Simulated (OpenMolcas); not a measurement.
PH (SMILES [PH]): name the method

PH has 2 atoms, charge 0, and is taken as a triplet. SMILES: `[PH]`. The shape is that of a GFN2-xTB optimisation.

```xyz
2

P     0.0000    0.0000    0.0000
H     0.0000    0.0000    1.3991
```

A calculation with OpenMolcas 26.06 gave:

```
total energy  : -341.8282 Eh
dipole moment : 0.81 D
HOMO energy   : -6.53 eV
LUMO energy   : -3.35 eV
⟨S²⟩          : 2.010
```

**Question.** Which of these levels gave the numbers?
A. r2SCAN/6-31G* (spherical functions)
B. PBE/6-31G* (spherical functions)
C. SVWN5/6-31G* (spherical functions)
D. PBE0/6-31G* (spherical functions)

**Answer.** A. The others give -341.6899 Eh (PBE/6-31G* (spherical functions)), -340.5657 Eh (SVWN5/6-31G* (spherical functions)), -341.7242 Eh (PBE0/6-31G* (spherical functions)).
